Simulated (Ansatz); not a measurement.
```yaml
crystal:
  periodic: [false, false, false]
  atoms:
    - {symbol: B, position_ang: [-2.388346, -0.143965, -0.001772]}
    - {symbol: Ga, position_ang: [-0.436172, 0.116587, 0.000801]}
    - {symbol: Cl, position_ang: [1.676816, -0.205219, -0.001167]}
    - {symbol: H, position_ang: [-3.191171, 0.697720, 0.004640]}
basis:
  gaussian: {orbitals: def2-TZVP}
magnetization: {spin_polarized: true, initial_magnetization: 2}
hamiltonian: {xc: pbe0}
relax: {f_tol: 0.004, max_steps: 80}
```

```sh
$ ansatz run in.yaml --threads 1 --pin off --events-out ev --progress --plain --max-ram 2176MiB
```

Steps of the relaxation (energy above the last step; positions in Å, forces in eV/Å):

```
4
step 1, 96.1 meV
B    -2.388   -0.144   -0.002    1.120   -0.015    0.000
Ga   -0.436    0.117    0.001   -0.108   -0.325   -0.003
Cl    1.677   -0.205   -0.001   -0.286    0.058    0.000
H    -3.191    0.698    0.005   -0.726    0.281    0.002
```

```
4
step 2, 35.8 meV
B    -2.351   -0.090   -0.001    0.439    0.263    0.002
Ga   -0.409    0.103    0.001   -0.264   -0.080   -0.001
Cl    1.689   -0.218   -0.001   -0.136   -0.015    0.000
H    -3.268    0.670    0.004   -0.039   -0.168   -0.001
```

```
4
step 3, 13.8 meV
B    -2.290   -0.022   -0.001   -0.739    0.341    0.002
Ga   -0.401    0.133    0.001    0.310    0.032    0.000
Cl    1.671   -0.255   -0.002    0.005   -0.026    0.000
H    -3.319    0.608    0.004    0.424   -0.346   -0.003
```

```
4
step 6, 0.2 meV
B    -2.287    0.015    0.000    0.031    0.000    0.000
Ga   -0.386    0.181    0.001    0.008    0.001    0.000
Cl    1.670   -0.292   -0.002    0.002   -0.005    0.000
H    -3.336    0.561    0.004   -0.041    0.003    0.000
```

```
4
step 10, 0.0 meV
B    -2.283    0.024    0.000    0.000    0.000    0.000
Ga   -0.382    0.191    0.001    0.000    0.000    0.000
Cl    1.670   -0.300   -0.002    0.000    0.000    0.000
H    -3.343    0.550    0.003    0.000    0.000    0.000
```

Close pairs at the end: B1–H4 1.183 Å, B1–Ga2 1.909 Å, Ga2–Cl3 2.109 Å.

A stationary point of unrestricted PBE0 after 10 steps, with ⟨S²⟩ = 2.008 against 2.00 for a pure state; no frequencies were run, so it isn't proven a minimum. 66 s on 1 thread of Intel Xeon Platinum 8488C, shared host.
